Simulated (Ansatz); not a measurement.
**triplet O2: levels of theory in one basis**

```yaml
atoms:
  - { symbol: O, position_ang: [0.0000, 0.0000, 0.0000] }
  - { symbol: O, position_ang: [0.0000, 0.0000, 1.4900] }
```

Basis set: def2-SVP (spherical functions). Frozen core: 2 orbitals. Correlation on ROHF uses semicanonical orbitals with singles. Charge 0, multiplicity 3.

Computed with Ansatz (development build ahead of 0.2.0); each method stands on the lowest determinant of its kind that the runs found.

```tsv
method	E − E(ROHF) (eV)	<S²> of the determinant
ROHF	0.00	2.00
UHF	-0.27	2.03
ROHF-MP2	-8.59	–
UHF-MP2	-8.58	2.03
```

Is a single determinant a sound starting point here?

Only with care. Unrestricted orbitals gain 0.27 eV and <S²> is 2.03 against 2.00 for a pure state, but bonds are stretched.

Caution for ROHF-MP2, UHF-MP2: bonds are stretched, where a single reference can fail; forces differ strongly between restricted and unrestricted references.
